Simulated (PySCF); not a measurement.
CH3O, SMILES C[O], multiplicity 2.

Geometry optimised at B3LYP-D3(BJ)/def2-TZVP. The geometry has at least one imaginary mode, so it is a saddle point at that level. The isomer is the one that the SMILES or the coordinates give; other isomers of the formula were not compared.

Level of theory: B3LYP-D3(BJ)/def2-TZVP run with PySCF.

Frequencies are harmonic and unscaled.

Q: Give all harmonic wavenumbers and intensities. (An estimate is asked for; the answer gives what the named calculation found.)

A: 
```json
[
 {"mode": "1", "ν (cm⁻¹)": "664i", "IR (km/mol)": "118.8", "moving atoms (share of kinetic energy)": "H 73 %, C 23 %"},
 {"mode": "2", "ν (cm⁻¹)": "1044", "IR (km/mol)": "5.6", "moving atoms (share of kinetic energy)": "C 44 %, O 38 %, H 19 %"},
 {"mode": "3", "ν (cm⁻¹)": "1182", "IR (km/mol)": "2.1", "moving atoms (share of kinetic energy)": "H 63 %, C 25 %, O 12 %"},
 {"mode": "4", "ν (cm⁻¹)": "1339", "IR (km/mol)": "29.1", "moving atoms (share of kinetic energy)": "H 93 %"},
 {"mode": "5", "ν (cm⁻¹)": "1410", "IR (km/mol)": "21.3", "moving atoms (share of kinetic energy)": "H 98 %"},
 {"mode": "6", "ν (cm⁻¹)": "1489", "IR (km/mol)": "3.5", "moving atoms (share of kinetic energy)": "H 90 %, C 10 %"},
 {"mode": "7", "ν (cm⁻¹)": "2910", "IR (km/mol)": "1.4", "moving atoms (share of kinetic energy)": "H 98 %"},
 {"mode": "8", "ν (cm⁻¹)": "2938", "IR (km/mol)": "3.2", "moving atoms (share of kinetic energy)": "H 92 %"},
 {"mode": "9", "ν (cm⁻¹)": "3014", "IR (km/mol)": "70.5", "moving atoms (share of kinetic energy)": "H 91 %, C 9 %"}
]
```
